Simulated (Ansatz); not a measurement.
Which isomer of C2H7Si gives these data?

These gas-phase data were calculated for one isomer of C2H7Si at PBE0-D3(BJ)/def2-SVP (harmonic, unscaled wavenumbers; equilibrium rotational constants with average atomic masses):

- rotational constants: 18.8, 5.912, 4.881 GHz
- all wavenumbers above 1500 cm⁻¹: 3170, 3170, 3146, 3146, 3047, 3047, 2182

Candidates:

(1) `C[SiH]C`, a doublet
(2) `[CH2][SiH2]C`, a doublet
(3) `CC[SiH2]`, a doublet

Q: Assign the data to one candidate and say why.

A: Candidate (1). 1 mode lies between 2000 and 2380 cm⁻¹, one for each Si–H bond, while (2) has 2, (3) has 2.

The same quantities for all candidates:

```
     rotational constants (GHz)               wavenumbers above 1500 cm⁻¹  E above the lowest, PBE0-D3(BJ)/def2-SVP (kcal/mol)
(1)          18.8, 5.912, 4.881  3170, 3170, 3146, 3146, 3047, 3047, 2182                                                  0.0
(2)         17.68, 6.208, 5.024  3256, 3170, 3166, 3149, 3061, 2207, 2180                                                 12.9
(3)         26.63, 4.957, 4.499  3146, 3142, 3106, 3052, 3045, 2214, 2190                                                 10.0
```

Harmonic stretches to hydrogen usually lie a few per cent above observed fundamentals. Each candidate is one conformer. Open shells are spin-unrestricted. Programs: Ansatz 0.2.0.
